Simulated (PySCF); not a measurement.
# BrClFH, a complex of two parts: interaction energy, part 3 of 3

PySCF 2.14.0. Atoms count from 0, parts from 1. The steps go on from the part before.

## 8. Coupled-cluster interaction energy: CCSD(T) and MP2, 2.61 Å

Job settings and geometry (Å):

```
{"job": {"kind": "intercc", "basis": "aug-cc-pVDZ", "basis_mid": "aug-cc-pVTZ", "basis_large": "aug-cc-pVQZ"}, "charge": 0, "multiplicity": 1, "parts": [{"atoms": "0-1", "charge": 0, "multiplicity": 1}, {"atoms": "2-3", "charge": 0, "multiplicity": 1}]}
Br     0.677288    -0.183093     0.119021
F     -1.003914     0.336861    -0.088115
Cl     3.139362    -0.991284     0.424296
H      2.826325    -2.234340     0.402177
```

Method: CCSD(T)/aug-cc-pVDZ and MP2/aug-cc-pVTZ, aug-cc-pVQZ counterpoise interaction energy, frozen core, gas phase.

Output:

```text
part 1, own basis, geometry of the cluster: E = -2671.8681356591 (as before)

part 2, own basis, geometry of the cluster: E = -460.1074819904 (as before)

part 1, own basis, relaxed alone: E = -2671.8691006853 (as before)

part 2, own basis, relaxed alone: E = -460.1075272997 (as before)

cluster
final grid: 5784 points
cycle   1  E = -3131.9625023271  dE = -1.977e-02  |g| = 5.875e-02  |ddm| = 5.881e-01
cycle   2  E = -3131.9648464490  dE = -2.344e-03  |g| = 2.343e-02  |ddm| = 1.677e-01
cycle   3  E = -3131.9652845321  dE = -4.381e-04  |g| = 9.847e-03  |ddm| = 6.494e-02
cycle   4  E = -3131.9653649521  dE = -8.042e-05  |g| = 4.327e-03  |ddm| = 3.439e-02
cycle   5  E = -3131.9653722581  dE = -7.306e-06  |g| = 1.554e-03  |ddm| = 7.784e-03
cycle   6  E = -3131.9653737639  dE = -1.506e-06  |g| = 3.727e-04  |ddm| = 4.205e-03
cycle   7  E = -3131.9653738443  dE = -8.037e-08  |g| = 1.109e-04  |ddm| = 9.920e-04
cycle   8  E = -3131.9653738522  dE = -7.934e-09  |g| = 2.403e-05  |ddm| = 3.340e-04
cycle   9  E = -3131.9653738525  dE = -3.033e-10  |g| = 6.382e-06  |ddm| = 5.727e-05
converged SCF energy = -3131.9653738525

part 1 in the basis of the cluster
final grid: 5784 points
cycle   1  E = -2671.8682603283  dE = -1.253e-04  |g| = 1.733e-03  |ddm| = 1.754e-01
cycle   2  E = -2671.8682612121  dE = -8.838e-07  |g| = 2.290e-04  |ddm| = 1.673e-02
cycle   3  E = -2671.8682612294  dE = -1.731e-08  |g| = 8.070e-05  |ddm| = 2.254e-03
cycle   4  E = -2671.8682612302  dE = -7.890e-10  |g| = 1.898e-05  |ddm| = 1.849e-04
converged SCF energy = -2671.8682612302

part 2 in the basis of the cluster
final grid: 5784 points
cycle   1  E = -460.1075457429  dE = -6.520e-05  |g| = 1.714e-03  |ddm| = 1.436e-01
cycle   2  E = -460.1075468799  dE = -1.137e-06  |g| = 2.613e-04  |ddm| = 1.837e-02
cycle   3  E = -460.1075469141  dE = -3.422e-08  |g| = 2.267e-05  |ddm| = 3.110e-03
cycle   4  E = -460.1075469144  dE = -3.273e-10  |g| = 4.232e-06  |ddm| = 1.369e-04
converged SCF energy = -460.1075469144

Interaction energy (kcal/mol)
  counterpoise       -0.308
  uncorrected        -1.681
  dispersion part     0.000
  deformation         0.060
  binding            -0.248

Decomposition of the uncorrected value (kcal/mol)
  electrostatic     -19.325
  Pauli              39.961
  orbital           -14.209
  dispersion          0.000
  correlation        -8.108

Charge of each part in the cluster: -0.058 0.058
part 1, own basis, geometry of the cluster: E = -2671.8790089101 (as before)

part 2, own basis, geometry of the cluster: E = -460.1112560292 (as before)

part 1, own basis, relaxed alone: E = -2671.8800367110 (as before)

part 2, own basis, relaxed alone: E = -460.1113072477 (as before)

cluster
final grid: 5784 points
cycle   1  E = -3131.9771853359  dE = -1.980e-02  |g| = 6.039e-02  |ddm| = 5.221e-01
cycle   2  E = -3131.9795669134  dE = -2.382e-03  |g| = 2.460e-02  |ddm| = 1.297e-01
cycle   3  E = -3131.9800029013  dE = -4.360e-04  |g| = 1.054e-02  |ddm| = 5.703e-02
cycle   4  E = -3131.9800981687  dE = -9.527e-05  |g| = 4.496e-03  |ddm| = 3.421e-02
cycle   5  E = -3131.9801059676  dE = -7.799e-06  |g| = 1.640e-03  |ddm| = 8.870e-03
cycle   6  E = -3131.9801076012  dE = -1.634e-06  |g| = 4.098e-04  |ddm| = 4.555e-03
cycle   7  E = -3131.9801076909  dE = -8.963e-08  |g| = 1.239e-04  |ddm| = 1.057e-03
cycle   8  E = -3131.9801077006  dE = -9.782e-09  |g| = 2.879e-05  |ddm| = 4.020e-04
cycle   9  E = -3131.9801077010  dE = -3.897e-10  |g| = 9.025e-06  |ddm| = 9.518e-05
converged SCF energy = -3131.9801077010

part 1 in the basis of the cluster
final grid: 5784 points
cycle   1  E = -2671.8790476050  dE = -3.864e-05  |g| = 9.173e-04  |ddm| = 1.891e-01
cycle   2  E = -2671.8790478219  dE = -2.169e-07  |g| = 8.757e-05  |ddm| = 1.729e-02
cycle   3  E = -2671.8790478245  dE = -2.663e-09  |g| = 1.808e-05  |ddm| = 1.987e-03
cycle   4  E = -2671.8790478246  dE = -5.093e-11  |g| = 4.773e-06  |ddm| = 8.403e-05
converged SCF energy = -2671.8790478246

part 2 in the basis of the cluster
final grid: 5784 points
cycle   1  E = -460.1112781133  dE = -2.283e-05  |g| = 9.237e-04  |ddm| = 2.156e-01
cycle   2  E = -460.1112784752  dE = -3.619e-07  |g| = 1.324e-04  |ddm| = 2.420e-02
cycle   3  E = -460.1112784852  dE = -9.979e-09  |g| = 1.168e-05  |ddm| = 3.553e-03
cycle   4  E = -460.1112784852  dE = -8.981e-11  |g| = 1.754e-06  |ddm| = 1.420e-04
converged SCF energy = -460.1112784852

Interaction energy (kcal/mol)
  counterpoise       -1.277
  uncorrected        -2.257
  dispersion part     0.000
  deformation         0.143
  binding            -1.134

Decomposition of the uncorrected value (kcal/mol)
  electrostatic     -18.923
  Pauli              39.558
  orbital           -14.261
  dispersion          0.000
  correlation        -8.631

Charge of each part in the cluster: -0.058 0.058
part 1 in the basis of the cluster: E(HF) = -2671.766543843  E2 = -0.353693069  E(CCSD corr) = -0.365089969  (T) = -0.010409378
part 2 in the basis of the cluster: E(HF) = -460.092879728  E2 = -0.160121879  E(CCSD corr) = -0.176659125  (T) = -0.004073483
cluster: E(HF) = -3131.847973973  E2 = -0.520943949  E(CCSD corr) = -0.545213756  (T) = -0.015512309

Counterpoise interaction energy (kcal/mol)
  hf_small                   7.185
  mp2_small                  2.711
  ccsd_small                 5.011
  ccsdt_small                4.365
  hf_large                   6.412
  mp2_large                 -1.277
  hf_middle                  6.548
  mp2_middle                -0.308
  scs_mp2_large              0.882
  mp2_limit                 -1.886
  ccsdt_less_mp2             1.653
  ccsdt_limit_estimate      -0.232
  bsse_mp2_large             0.980
```

Wall time 2.7 min (1 thread of Arm Neoverse N1, shared host); peak memory 1 GiB.

Contacts at this geometry (a selection, picked against the atoms' radii; other short pairs can be missing):

| atoms | distance (Å) | kind (by distance and angle) | angle (°) |
| --- | --- | --- | --- |
| Br0···Cl2 | 2.61 | halogen bond | 179 |

Differences are taken before rounding.

| method | interaction energy (kcal/mol) | from CCSD(T), limit estimate (kcal/mol) |
| --- | --- | --- |
| HF/aug-cc-pVDZ | 7.185 | +7.417 |
| MP2/aug-cc-pVDZ | 2.711 | +2.943 |
| CCSD/aug-cc-pVDZ | 5.011 | +5.243 |
| CCSD(T)/aug-cc-pVDZ | 4.365 | +4.597 |
| HF/aug-cc-pVQZ | 6.412 | +6.644 |
| MP2/aug-cc-pVQZ | -1.277 | -1.045 |
| SCS-MP2/aug-cc-pVQZ | 0.882 | +1.114 |
| MP2, extrapolated | -1.886 | -1.653 |
| CCSD(T), limit estimate | -0.232 | 0 |

These energies keep the parts at their geometry in the cluster; deforming them to it costs 0.14 kcal/mol (MP2).

## 9. Coupled-cluster interaction energy: CCSD(T) and MP2, 4.35 Å

Same as in step 8 but for these lines:

```diff
@@ -3,3 +3,3 @@
 F     -1.003914     0.336861    -0.088115
-Cl     3.139362    -0.991284     0.424296
-H      2.826325    -2.234340     0.402177
+Cl     4.780745    -1.530078     0.627812
+H      4.467708    -2.773134     0.605693
```

Method: CCSD(T)/aug-cc-pVDZ and MP2/aug-cc-pVTZ, aug-cc-pVQZ counterpoise interaction energy, frozen core, gas phase.

Output:

```text
part 1, own basis, geometry of the cluster: E = -2671.8681356591 (as before)

part 2, own basis, geometry of the cluster: E = -460.1074819904 (as before)

part 1, own basis, relaxed alone: E = -2671.8691006853 (as before)

part 2, own basis, relaxed alone: E = -460.1075272997 (as before)

cluster
final grid: 5784 points
cycle   1  E = -3131.9766069879  dE = -1.900e-04  |g| = 5.066e-03  |ddm| = 8.899e-02
cycle   2  E = -3131.9766200613  dE = -1.307e-05  |g| = 1.714e-03  |ddm| = 1.475e-02
cycle   3  E = -3131.9766215743  dE = -1.513e-06  |g| = 9.282e-04  |ddm| = 3.706e-03
cycle   4  E = -3131.9766219179  dE = -3.437e-07  |g| = 2.882e-04  |ddm| = 1.939e-03
cycle   5  E = -3131.9766219645  dE = -4.659e-08  |g| = 8.656e-05  |ddm| = 7.275e-04
cycle   6  E = -3131.9766219708  dE = -6.276e-09  |g| = 2.667e-05  |ddm| = 2.807e-04
cycle   7  E = -3131.9766219718  dE = -9.873e-10  |g| = 1.149e-05  |ddm| = 1.200e-04
converged SCF energy = -3131.9766219718

part 1 in the basis of the cluster
final grid: 5784 points
cycle   1  E = -2671.8681668761  dE = -3.228e-05  |g| = 8.312e-04  |ddm| = 7.322e-02
cycle   2  E = -2671.8681671675  dE = -2.914e-07  |g| = 9.883e-05  |ddm| = 7.113e-03
cycle   3  E = -2671.8681671722  dE = -4.683e-09  |g| = 2.272e-05  |ddm| = 9.089e-04
cycle   4  E = -2671.8681671723  dE = -6.185e-11  |g| = 7.460e-06  |ddm| = 3.864e-05
converged SCF energy = -2671.8681671723

part 2 in the basis of the cluster
final grid: 5784 points
cycle   1  E = -460.1074933316  dE = -1.181e-05  |g| = 5.870e-04  |ddm| = 3.330e-02
cycle   2  E = -460.1074935077  dE = -1.761e-07  |g| = 8.433e-05  |ddm| = 3.734e-03
cycle   3  E = -460.1074935125  dE = -4.763e-09  |g| = 6.994e-06  |ddm| = 6.257e-04
cycle   4  E = -460.1074935125  dE = -3.621e-11  |g| = 1.099e-06  |ddm| = 4.552e-05
converged SCF energy = -460.1074935125

Interaction energy (kcal/mol)
  counterpoise       -0.960
  uncorrected        -1.127
  dispersion part     0.000
  deformation         0.060
  binding            -0.900

Decomposition of the uncorrected value (kcal/mol)
  electrostatic      -0.584
  Pauli               0.082
  orbital            -0.129
  dispersion          0.000
  correlation        -0.496

Charge of each part in the cluster: -0.001 0.001
part 1, own basis, geometry of the cluster: E = -2671.8790089101 (as before)

part 2, own basis, geometry of the cluster: E = -460.1112560292 (as before)

part 1, own basis, relaxed alone: E = -2671.8800367110 (as before)

part 2, own basis, relaxed alone: E = -460.1113072477 (as before)

cluster
final grid: 5784 points
cycle   1  E = -3131.9912105614  dE = -1.542e-04  |g| = 5.262e-03  |ddm| = 1.009e-01
cycle   2  E = -3131.9912230825  dE = -1.252e-05  |g| = 1.818e-03  |ddm| = 1.434e-02
cycle   3  E = -3131.9912245804  dE = -1.498e-06  |g| = 9.018e-04  |ddm| = 3.837e-03
cycle   4  E = -3131.9912249410  dE = -3.605e-07  |g| = 3.267e-04  |ddm| = 2.053e-03
cycle   5  E = -3131.9912249921  dE = -5.114e-08  |g| = 8.797e-05  |ddm| = 7.616e-04
cycle   6  E = -3131.9912249984  dE = -6.309e-09  |g| = 2.672e-05  |ddm| = 3.043e-04
cycle   7  E = -3131.9912249993  dE = -9.090e-10  |g| = 1.182e-05  |ddm| = 1.215e-04
converged SCF energy = -3131.9912249993

part 1 in the basis of the cluster
final grid: 5784 points
cycle   1  E = -2671.8790138073  dE = -5.513e-06  |g| = 3.062e-04  |ddm| = 6.932e-02
cycle   2  E = -2671.8790138481  dE = -4.082e-08  |g| = 3.413e-05  |ddm| = 5.775e-03
cycle   3  E = -2671.8790138488  dE = -6.285e-10  |g| = 3.235e-06  |ddm| = 6.776e-04
converged SCF energy = -2671.8790138488

part 2 in the basis of the cluster
final grid: 5784 points
cycle   1  E = -460.1112624584  dE = -6.831e-06  |g| = 5.237e-04  |ddm| = 5.637e-02
cycle   2  E = -460.1112625950  dE = -1.366e-07  |g| = 8.269e-05  |ddm| = 6.426e-03
cycle   3  E = -460.1112625990  dE = -4.064e-09  |g| = 6.454e-06  |ddm| = 1.086e-03
cycle   4  E = -460.1112625990  dE = -2.666e-11  |g| = 8.654e-07  |ddm| = 6.274e-05
converged SCF energy = -460.1112625990

Interaction energy (kcal/mol)
  counterpoise       -0.977
  uncorrected        -1.123
  dispersion part     0.000
  deformation         0.143
  binding            -0.834

Decomposition of the uncorrected value (kcal/mol)
  electrostatic      -0.581
  Pauli               0.084
  orbital            -0.106
  dispersion          0.000
  correlation        -0.520

Charge of each part in the cluster: -0.001 0.001
part 1 in the basis of the cluster: E(HF) = -2671.766037497  E2 = -0.352558849  E(CCSD corr) = -0.363895849  (T) = -0.010302930
part 2 in the basis of the cluster: E(HF) = -460.092626203  E2 = -0.159253795  E(CCSD corr) = -0.175731067  (T) = -0.003971231
cluster: E(HF) = -3131.859690211  E2 = -0.512275223  E(CCSD corr) = -0.539928942  (T) = -0.014328102

Counterpoise interaction energy (kcal/mol)
  hf_small                  -0.644
  mp2_small                 -0.934
  ccsd_small                -0.834
  ccsdt_small               -0.868
  hf_large                  -0.595
  mp2_large                 -0.977
  hf_middle                 -0.603
  mp2_middle                -0.961
  scs_mp2_large             -0.865
  mp2_limit                 -0.995
  ccsdt_less_mp2             0.067
  ccsdt_limit_estimate      -0.928
  bsse_mp2_large             0.146
```

Wall time 2.6 min (1 thread of Arm Neoverse N1, shared host); peak memory 1 GiB.

Contacts at this geometry (a selection, picked against the atoms' radii; other short pairs can be missing):

| atoms | distance (Å) | kind (by distance and angle) | angle (°) |
| --- | --- | --- | --- |
| Br0···Cl2 | 4.35 | beyond van der Waals contact | – |

Differences are taken before rounding.

| method | interaction energy (kcal/mol) | from CCSD(T), limit estimate (kcal/mol) |
| --- | --- | --- |
| HF/aug-cc-pVDZ | -0.64 | +0.28 |
| MP2/aug-cc-pVDZ | -0.93 | -0.01 |
| CCSD/aug-cc-pVDZ | -0.83 | +0.09 |
| CCSD(T)/aug-cc-pVDZ | -0.87 | +0.06 |
| HF/aug-cc-pVQZ | -0.60 | +0.33 |
| MP2/aug-cc-pVQZ | -0.98 | -0.05 |
| SCS-MP2/aug-cc-pVQZ | -0.87 | +0.06 |
| MP2, extrapolated | -0.99 | -0.07 |
| CCSD(T), limit estimate | -0.93 | 0 |

These energies keep the parts at their geometry in the cluster; deforming them to it costs 0.14 kcal/mol (MP2).

## 10. Coupled-cluster interaction energy: CCSD(T) and MP2, 5.80 Å

Same as in step 9 but for these lines:

```diff
@@ -3,3 +3,3 @@
 F     -1.003914     0.336861    -0.088115
-Cl     4.780745    -1.530078     0.627812
-H      4.467708    -2.773134     0.605693
+Cl     6.148564    -1.979073     0.797409
+H      5.835527    -3.222129     0.775290
```

Method: CCSD(T)/aug-cc-pVDZ and MP2/aug-cc-pVTZ, aug-cc-pVQZ counterpoise interaction energy, frozen core, gas phase.

Output:

```text
part 1, own basis, geometry of the cluster: E = -2671.8681356591 (as before)

part 2, own basis, geometry of the cluster: E = -460.1074819904 (as before)

part 1, own basis, relaxed alone: E = -2671.8691006853 (as before)

part 2, own basis, relaxed alone: E = -460.1075272997 (as before)

cluster
final grid: 5784 points
cycle   1  E = -3131.9759114926  dE = -2.815e-05  |g| = 1.798e-03  |ddm| = 4.781e-02
cycle   2  E = -3131.9759127898  dE = -1.297e-06  |g| = 6.326e-04  |ddm| = 5.923e-03
cycle   3  E = -3131.9759129315  dE = -1.417e-07  |g| = 3.162e-04  |ddm| = 1.309e-03
cycle   4  E = -3131.9759129659  dE = -3.438e-08  |g| = 9.377e-05  |ddm| = 6.758e-04
cycle   5  E = -3131.9759129718  dE = -5.924e-09  |g| = 2.720e-05  |ddm| = 3.085e-04
cycle   6  E = -3131.9759129726  dE = -7.217e-10  |g| = 1.021e-05  |ddm| = 9.696e-05
converged SCF energy = -3131.9759129726

part 1 in the basis of the cluster
final grid: 5784 points
cycle   1  E = -2671.8681453726  dE = -1.025e-05  |g| = 3.588e-04  |ddm| = 4.130e-02
cycle   2  E = -2671.8681454263  dE = -5.370e-08  |g| = 3.402e-05  |ddm| = 3.014e-03
cycle   3  E = -2671.8681454268  dE = -5.966e-10  |g| = 5.839e-06  |ddm| = 2.905e-04
converged SCF energy = -2671.8681454268

part 2 in the basis of the cluster
final grid: 5784 points
cycle   1  E = -460.1074851810  dE = -3.273e-06  |g| = 3.264e-04  |ddm| = 1.823e-02
cycle   2  E = -460.1074852592  dE = -7.822e-08  |g| = 5.879e-05  |ddm| = 2.570e-03
cycle   3  E = -460.1074852623  dE = -3.027e-09  |g| = 4.596e-06  |ddm| = 5.672e-04
cycle   4  E = -460.1074852623  dE = -1.870e-11  |g| = 9.141e-07  |ddm| = 3.878e-05
converged SCF energy = -460.1074852623

Interaction energy (kcal/mol)
  counterpoise       -0.221
  uncorrected        -0.255
  dispersion part     0.000
  deformation         0.060
  binding            -0.161

Decomposition of the uncorrected value (kcal/mol)
  electrostatic      -0.168
  Pauli               0.000
  orbital            -0.019
  dispersion          0.000
  correlation        -0.070

Charge of each part in the cluster: -0.000 0.000
part 1, own basis, geometry of the cluster: E = -2671.8790089101 (as before)

part 2, own basis, geometry of the cluster: E = -460.1112560292 (as before)

part 1, own basis, relaxed alone: E = -2671.8800367110 (as before)

part 2, own basis, relaxed alone: E = -460.1113072477 (as before)

cluster
final grid: 5784 points
cycle   1  E = -3131.9905461532  dE = -1.715e-05  |g| = 1.866e-03  |ddm| = 3.682e-02
cycle   2  E = -3131.9905473759  dE = -1.223e-06  |g| = 6.769e-04  |ddm| = 5.190e-03
cycle   3  E = -3131.9905475207  dE = -1.448e-07  |g| = 3.043e-04  |ddm| = 1.290e-03
cycle   4  E = -3131.9905475560  dE = -3.528e-08  |g| = 1.069e-04  |ddm| = 6.613e-04
cycle   5  E = -3131.9905475626  dE = -6.665e-09  |g| = 2.696e-05  |ddm| = 3.120e-04
cycle   6  E = -3131.9905475633  dE = -6.871e-10  |g| = 1.025e-05  |ddm| = 1.033e-04
converged SCF energy = -3131.9905475633

part 1 in the basis of the cluster
final grid: 5784 points
cycle   1  E = -2671.8790102167  dE = -1.642e-06  |g| = 1.611e-04  |ddm| = 2.839e-02
cycle   2  E = -2671.8790102305  dE = -1.382e-08  |g| = 1.824e-05  |ddm| = 2.658e-03
cycle   3  E = -2671.8790102307  dE = -1.905e-10  |g| = 2.098e-06  |ddm| = 3.254e-04
converged SCF energy = -2671.8790102307

part 2 in the basis of the cluster
final grid: 5784 points
cycle   1  E = -460.1112571933  dE = -1.258e-06  |g| = 1.962e-04  |ddm| = 2.142e-02
cycle   2  E = -460.1112572223  dE = -2.898e-08  |g| = 3.412e-05  |ddm| = 2.177e-03
cycle   3  E = -460.1112572233  dE = -1.028e-09  |g| = 2.344e-06  |ddm| = 3.988e-04
cycle   4  E = -460.1112572233  dE = -6.082e-12  |g| = 3.105e-07  |ddm| = 2.454e-05
converged SCF energy = -460.1112572233

Interaction energy (kcal/mol)
  counterpoise       -0.223
  uncorrected        -0.248
  dispersion part     0.000
  deformation         0.143
  binding            -0.080

Decomposition of the uncorrected value (kcal/mol)
  electrostatic      -0.166
  Pauli               0.000
  orbital            -0.012
  dispersion          0.000
  correlation        -0.070

Charge of each part in the cluster: -0.000 0.000
part 1 in the basis of the cluster: E(HF) = -2671.765992030  E2 = -0.352463316  E(CCSD corr) = -0.363802553  (T) = -0.010293736
part 2 in the basis of the cluster: E(HF) = -460.092608374  E2 = -0.159216439  E(CCSD corr) = -0.175692533  (T) = -0.003966595
cluster: E(HF) = -3131.858893059  E2 = -0.511738598  E(CCSD corr) = -0.539526155  (T) = -0.014266161

Counterpoise interaction energy (kcal/mol)
  hf_small                  -0.184
  mp2_small                 -0.221
  ccsd_small                -0.203
  ccsdt_small               -0.207
  hf_large                  -0.176
  mp2_large                 -0.223
  hf_middle                 -0.177
  mp2_middle                -0.221
  scs_mp2_large             -0.205
  mp2_limit                 -0.225
  ccsdt_less_mp2             0.014
  ccsdt_limit_estimate      -0.211
  bsse_mp2_large             0.025
```

Wall time 2.6 min (1 thread of Arm Neoverse N1, shared host); peak memory 1 GiB.

Contacts at this geometry (a selection, picked against the atoms' radii; other short pairs can be missing):

| atoms | distance (Å) | kind (by distance and angle) | angle (°) |
| --- | --- | --- | --- |
| Br0···Cl2 | 5.80 | beyond van der Waals contact | – |

Differences are taken before rounding.

| method | interaction energy (kcal/mol) | from CCSD(T), limit estimate (kcal/mol) |
| --- | --- | --- |
| HF/aug-cc-pVDZ | -0.184 | +0.028 |
| MP2/aug-cc-pVDZ | -0.221 | -0.009 |
| CCSD/aug-cc-pVDZ | -0.203 | +0.008 |
| CCSD(T)/aug-cc-pVDZ | -0.207 | +0.004 |
| HF/aug-cc-pVQZ | -0.176 | +0.035 |
| MP2/aug-cc-pVQZ | -0.223 | -0.012 |
| SCS-MP2/aug-cc-pVQZ | -0.205 | +0.006 |
| MP2, extrapolated | -0.225 | -0.014 |
| CCSD(T), limit estimate | -0.211 | 0 |

These energies keep the parts at their geometry in the cluster; deforming them to it costs 0.14 kcal/mol (MP2).

## 11. The curve

Counterpoise interaction energies (kcal/mol):

| Br0···Cl2 (Å) | HF | MP2 limit | CCSD(T) estimate | time |
| --- | --- | --- | --- | --- |
| 2.61 | 6.41 | -1.89 | -0.23 | 2.7 min |
| 2.75 | 2.85 | -3.60 | -2.37 | 2.7 min |
| 2.90 | 0.82 | -4.18 | -3.27 | 2.8 min |
| 3.04 | -0.29 | -4.15 | -3.48 | 2.8 min |
| 3.19 | -0.84 | -3.82 | -3.32 | 2.7 min |
| 3.62 | -1.07 | -2.44 | -2.23 | 2.7 min |
| 4.35 | -0.60 | -0.99 | -0.93 | 2.6 min |
| 5.80 | -0.18 | -0.23 | -0.21 | 2.6 min |

## 12. Results

This closing draws on all 3 parts.

| quantity | value |
| --- | --- |
| rotational constants (main isotopes) | 310.07, 1.55, 1.55 GHz |
| CCSD(T) estimate at 2.61 Å | -0.23 kcal/mol |
| CCSD(T) estimate at 2.75 Å | -2.37 kcal/mol |
| CCSD(T) estimate at 2.90 Å | -3.27 kcal/mol |
| CCSD(T) estimate at 3.04 Å | -3.48 kcal/mol |
| CCSD(T) estimate at 3.19 Å | -3.32 kcal/mol |
| CCSD(T) estimate at 3.62 Å | -2.23 kcal/mol |
| CCSD(T) estimate at 4.35 Å | -0.93 kcal/mol |
| CCSD(T) estimate at 5.80 Å | -0.21 kcal/mol |

**Reading.** The optimisation took 7 steps and gained 0.110 eV; among the close pairs (by a distance rule), Br0–F1 changed most, from 1.844 to 1.772 Å. Along the rigid scan the CCSD(T) estimate is lowest at 3.04 Å (-3.48 kcal/mol), where MP2 at the limit misses it by -0.67 and Hartree-Fock by +3.19.
